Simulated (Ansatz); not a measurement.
1T (CdI2-type) HfS₂, treated with PBEsol-D3(BJ) in Ansatz (PAW).

The run printed, among other lines:

```
Relaxation: its limit of steps is 80 (relax.max_steps)
Crystal: 3 atoms, lattice volume = 58.351 Å³
Basis set: ecut = 520 eV, 1581 PW (Γ), exchange–correlation on 54×54×90 points (8 copies of the dense FFT grid, shifted against one another)
Bands: 23, of which v1, the nominal top of the filled ones, is band 19 counted from 1 (18 counted from 0)
Symmetry: 12 space group operations
Space group: P-3m1 (ITA 164), of the structure as read, at distance tolerance 3.9e-5 Å
k-points: 100 of 864
Functional: x = pbesol(κ = 0.804, μ = 0.12345679012345678), c = pbesol(β = 0.046)
SCF iter   1: F=—  HF=-17373.517143 eV  |F-HF|=—  |Δ(HF+E_count)|=         —  Δρ=5.13e-3  dr2=2.43e-2
SCF iter   2: F=—  HF=-17373.511678 eV  |F-HF|=—  |Δ(HF+E_count)|=   5.47e-3  Δρ=2.04e-3  dr2=2.74e-3
  ...
SCF 1 converged in 7 iterations: F = -17373.511541 eV  dr2 = 4.64e-8
Crystal: 3 atoms, lattice volume = 58.351 Å³
Basis set: ecut = 520 eV, 1545 PW (Γ), exchange–correlation on 54×54×90 points (8 copies of the dense FFT grid, shifted against one another)
Initial density: handed on by an earlier stage of this run
SCF 2 converged in 6 iterations: F = -17373.518419 eV  dr2 = 6.87e-8
Crystal: 3 atoms, lattice volume = 58.351 Å³
Basis set: ecut = 520 eV, 1557 PW (Γ), exchange–correlation on 54×54×90 points (8 copies of the dense FFT grid, shifted against one another)
SCF 3 converged in 6 iterations: F = -17373.532839 eV  dr2 = 1.28e-8
Crystal: 3 atoms, lattice volume = 58.351 Å³
SCF 4 converged in 5 iterations: F = -17373.532847 eV  dr2 = 1.33e-9
Crystal: 3 atoms, lattice volume = 58.351 Å³
SCF 5 converged in 5 iterations: F = -17373.532849 eV  dr2 = 1.97e-10
Crystal: 3 atoms, lattice volume = 58.351 Å³
SCF iter   5: F=—  HF=-17373.532850 eV  |F-HF|=—  |Δ(HF+E_count)|=  7.28e-12  Δρ=9.84e-8  dr2=1.19e-11
SCF iter   6: F=-17373.532850 eV  HF=-17373.532850 eV  |F-HF|=3.64e-12  |Δ(HF+E_count)|=  3.64e-12  Δρ=2.81e-8  dr2=4.03e-13
SCF 6 converged in 6 iterations: F = -17373.532850 eV  dr2 = 4.03e-13
SCF converged after 6 iterations
Free energy (F): -17373.532850 eV
Internal energy: -17373.532850 eV  (E = F + TS)
E sigma→0 (E₀):  -17373.532850 eV
Fermi energy:    11.782041 eV
--- Stress (GPa, compression-positive) ---
        2.110603       0.000000      -0.000000
        0.000000       2.110603      -0.000000
       -0.000000      -0.000000       2.112009
  P = ⅓ Tr σ = 2.1111 GPa (21.111 kbar)
```

Task: Write an input file that could have produced this run (the log leaves some choices open).

Result: This is not unique; one that fits is 
Ansatz 0.2 input:
```yaml
crystal:
  lattice:
    - [1.7498048653, -3.0307509301, 0.0]
    - [1.7498048653, 3.0307509301, 0.0]
    - [0.0, 0.0, 5.5014931182]
  atoms:
    - { symbol: Hf, position: [0.0, 0.0, 0.0] }
    - { symbol: S, position: [0.3333333333, 0.6666666667, 0.2618984851] }
    - { symbol: S, position: [0.6666666667, 0.3333333333, 0.7381015149] }
basis:
  ecutwfc: 520
  ecutrho_ratio: 4
  xc_grid: 2
kpoints:
  mp_grid: { grid: [12, 12, 6] }
hamiltonian:
  xc: pbesol
  dispersion: d3bj
  pseudopotentials: { kind: paw }
scf:
  occupations: { method: fermi_dirac, width: 0.01 }
output:
  forces: true
  stress: true
  eigenvalues: true
relax:
  f_tol: 0.004
  escape_saddle: false
  max_steps: 80
  cell: { stress_tol: 0.02, fix: [volume] }
```

The cell is one volume of an energy–volume scan, off the minimum.

The PAW data were made under PBE.

Cost on a shared machine: about 60 core-seconds (a rough figure).

Ansatz is a first-principles code.
